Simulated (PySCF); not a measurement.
Nitrogen placed at different ring positions: thiophene 1N. Gas-phase values, no solvent. Strings in code marks are SMILES.

All values below come from B3LYP-D3(BJ)/def2-TZVP // PBE0-D4/def2-TZVP in PySCF. B3LYP has the VWN-RPA correlation part, as in Gaussian. Delta-SCF ions had no search for a lower state. Excitations are Tamm–Dancoff values on a coarser integration grid. The basis has no diffuse functions, so Rydberg states are missing or too high.

```
species    vertical ionisation energy (Delta-SCF) (eV)  T1 excitation (TDA) (eV)   HOMO (eV)  HOMO–LUMO gap (eV)
---------  -------------------------------------------  ------------------------  ----------  ------------------
`c1ccsc1`                                         8.91                (withheld)  (withheld)                6.10
`s1cncc1`                                         9.48                      3.93       -7.13                6.11
`c1cnsc1`                                   (withheld)                      4.22       -7.35                6.20
```

Q: Fill in the missing entries.

A: 
- `c1ccsc1`, T1 excitation (TDA) (eV): 3.88
- `c1ccsc1`, HOMO (eV): -6.65
- `c1cnsc1`, vertical ionisation energy (Delta-SCF) (eV): 9.71
